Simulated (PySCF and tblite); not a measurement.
The numbers below are computed, except where a source is named.
C₆H₆, numbered as in [CH:1]#[C:2][CH2:3][CH2:4][C:5]#[CH:6].

Geometries PBE0-D3(BJ)/def2-SVP; weights from PBE0-D3(BJ)/def2-TZVP energies and GFN2-xTB thermal corrections, with symmetry numbers and mirror pairs. Conformers within 4 kcal/mol (GFN2-xTB free energy) were kept, 7 at most. Programs: PySCF with density fitting and tblite.

Rotational constants are equilibrium values for the commonest isotopes; dipoles come from the energy level named.

Torsions listed: C2–C3–C4–C5. Of a mirror pair one member is shown.

```
conformer  shape   symmetry  weight %
        1   180°        C2h      68.1
        2    65°  C2 (pair)      31.9
```

Sets of constants, in random order:

```json
{"set": "P", "A (MHz)": "6495", "B (MHz)": "2326", "C (MHz)": "1833", "abs μa (D)": "0.00", "abs μb (D)": "0.92", "abs μc (D)": "0.00"}
{"set": "Q", "A (MHz)": "25418", "B (MHz)": "1451", "C (MHz)": "1397", "abs μa (D)": "0.00", "abs μb (D)": "0.00", "abs μc (D)": "0.00"}
```

**Question.** Match each set to its conformer.

**Answer.** P is conformer 2, Q is conformer 1.
